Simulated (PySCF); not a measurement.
**A diatomic session: NaH+**

One table from this session's results is given with a row withheld; the runs are named, their logs left out.

Method: Na STO-3G, H STO-3G, no relativity; program: PySCF 2.14.0.

Set-up of the first run:

A driver script around PySCF takes these settings:

| Property | Result |
| --- | --- |
| atoms | Na, H |
| charge | 1 |
| basis | Na STO-3G, H STO-3G |
| Hamiltonian | no relativity |
| basis functions | 10 |
| electrons treated | 11 |
| masses in u | 22.9898, 1.0078 |
| levels | PBE0, PBE, r²SCAN, TPSSh, TPSS, M06, ωB97X, HF, MP2, SCS-MP2, CCSD, CCSD(T) |
| grid | 80 radial by 434 angular points |
| occupations | held fixed by the projection of orbital angular momentum |
| dissociation limit | Na+ + H, each in its ground configuration |
| starting distance in angstrom | 1.995 |
| values of 2S to try | 1, 3 |

Steps of the session up to this table: Input; PBE0 along the bond; PBE (GGA); r²SCAN; TPSSh; TPSS (meta-GGA); M06; ωB97X (range-separated hybrid); UHF; MP2 and coupled cluster.

One table of the session follows, with a row left open; its other results are not shown here.

It belongs to the step «The curves together». Energy (eV) from each level's lowest point:

| R (Å) | UHF | UHF-MP2 | UHF-SCS-MP2 | UHF-CCSD | UHF-CCSD(T) |
| --- | --- | --- | --- | --- | --- |
| 1.846 | 0.136 | 0.130 | 0.131 | n/a | n/a |
| 1.931 | 0.069 | 0.064 | 0.065 | 0.064 | 0.064 |
| 2.017 | 0.030 | 0.026 | 0.027 | 0.026 | 0.026 |
| 2.082 | 0.013 | 0.011 | 0.011 | 0.011 | 0.011 |
| 2.146 | ? | ? | ? | ? | ? |
| 2.210 | 0.000 | 0.000 | 0.000 | 0.000 | 0.000 |
| 2.296 | 0.001 | 0.002 | 0.002 | 0.002 | 0.002 |
| 2.404 | 0.008 | 0.010 | 0.010 | 0.010 | 0.010 |
| 2.532 | 0.019 | 0.022 | 0.022 | 0.023 | 0.023 |
| 2.704 | 0.034 | 0.038 | 0.038 | n/a | n/a |

Q: Estimate the row for R (Å) = 2.146 from the others.

Worked estimate for «UHF». A straight line through the neighbours (2.082, 0.013) and (2.210, 0.000) gives 0.013 + (0.000 − 0.013) × (2.146 − 2.082) / (2.210 − 2.082) = 0.006; a parabola fitted to 4 rows on both sides gives 0.004.

**Answer.** UHF: 0.004; UHF-MP2: 0.003; UHF-SCS-MP2: 0.003; UHF-CCSD: 0.003; UHF-CCSD(T): 0.003. In «UHF» the line misses by +0.002 and the parabola by 0.000.

Caveats from the session: The bond is weak, and basis-set superposition, which was not computed, may be a sizeable part of it.
